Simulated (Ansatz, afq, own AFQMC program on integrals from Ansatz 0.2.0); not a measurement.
BNH, quartet in cc-pVDZ, levels against CCSDT(Q)

```yaml
atoms:
  - { symbol: B, position_ang: [0.0000, 0.0564, 2.7822] }
  - { symbol: N, position_ang: [0.0000, -0.4765, -1.1377] }
  - { symbol: H, position_ang: [0.0000, 0.4201, -1.6445] }
```

Connectivity, by distances: B ··· NH.

Basis cc-pVDZ. Only valence electrons are correlated. Integrals, coupled cluster, full CI and functionals: Ansatz 0.2.0; the random walks run on the same integrals in our own AFQMC program. ph-AFQMC/CISD is guided by a CISD state made of CCSD amplitudes; releasing the constraint for a short imaginary time cuts its bias at the price of noise, slowly where states lie close. ± is one standard error of the sampling.

Determinant: UHF, the one that the program's search chose, which needn't be the lowest solution. The geometry is a point of a scan.

No full CI on the walks' own integrals is used here; CCSDT(Q) serves as the reference and is uncertain by about the last step of the cluster series.

Cautions: lower spins were not checked.

The T1 diagnostic is 0.0096. The weight of the determinant in the CISD state is 0.896, the ⟨S²⟩ of the determinant is 3.771 and the size of the correlated space is 9 electrons in 31 orbitals.

Reference: CCSDT(Q), correlation energy -5.036 eV. The released energy is read at 2.40 1/Eh (meV from the phaseless value at times in 1/Eh: 3 ± 10 at 0.24, 9 ± 9 at 0.51, 15 ± 8 at 0.99, 5 ± 9 at 1.62, 11 ± 13 at 2.40).

| level | E − E(reference) (meV) | share of correlation (%) |
| --- | --- | --- |
| HF | 5035.6 | 0.00 |
| MP2 | 1215.6 | 75.86 |
| CCSD | 84.4 | 98.32 |
| CCSD(T) | 20.7 | 99.59 |
| CCSDT | 3.0 | 99.94 |
| ph-AFQMC/CISD | -1.5 ± 8.7 | 100.03 |
| released AFQMC | 9.6 ± 12.8 | 99.81 |

A walk keeps the symmetry of its determinant, which the program's search chose and which needn't be the lowest solution, so a lower state of the same spin and another symmetry isn't excluded. Released energies are given only where the last usable release times agree within the noise; a slower fall can still hide under it.
